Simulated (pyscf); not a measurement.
Thermochemistry of product channels of H₃C–O–O• (SMILES CO[O]) on the doublet surface, in eV, from CCSD(T)/def2-TZVPP + ΔMP2(QZVPP) energies (ideal gas, 1 atm, RRHO with modes under 100 cm⁻¹ raised to 100, one conformer, R ln 2 for rigid chiral ones). Single points on ωB97X-D3(BJ)/def2-SVP structures (PySCF, gas phase). MP2 and CC: frozen core, UHF for open shells. ΔMP2 is the change of the MP2 total energy from the triple- to the quadruple-zeta basis.

```
products                                                            ΔE  ΔH(298 K)  ΔG(298 K)  ΔG(900 K)
---------------------------------------------------------------  -----  ---------  ---------  ---------
H₂C=O (SMILES C=O) + OH• (SMILES [OH])                           -0.78      -0.94      -1.34      -2.16
H₃C–O• (SMILES C[O]) + O (SMILES [O]) [triplet]                  +2.69      +2.55      +2.17      +1.39
H₂C=O (SMILES C=O) + O (SMILES [O]) [triplet] + H• (SMILES [H])  +3.81      +3.46      +2.79      +1.36
CH₃• (SMILES [CH3]) + O=O (SMILES O=O) [triplet]                 +1.56      +1.36      +0.95      +0.09
•H₂C–OH (SMILES [CH2]O) + O (SMILES [O]) [triplet]               +2.28      +2.17      +1.78      +0.96
•O–CH₂–OH (SMILES [O]CO)                                         -1.89      -1.91      -1.92      -1.95
CH₂ (SMILES [CH2]) [triplet] + •O–OH (SMILES [O]O)               +4.24      +4.00      +3.52      +2.51
```

The channel to CH₃• + O=O [triplet] turns favourable between 298 and 1200 K (ΔG from +0.95 eV to -0.34 eV).

These are energies of the channels, which say nothing of barriers. H₃C–O–O• lies 2.13 eV over its isomer HO–CH•–OH, and others may lie lower still (electronic energy, ωB97M-D3(BJ)). •O–CH₂–OH lies 0.30 eV over its isomer HO–CH•–OH, and others may lie lower still (electronic energy, ωB97M-D3(BJ)). The CCSD(T) − MP2 part came from Ansatz, without density fitting, on the same reference. Left out: orbital degeneracy and the spin-orbit lowering of OH, O. The orbital near-degeneracy of the XH₃O or XH₃S radical is left out.
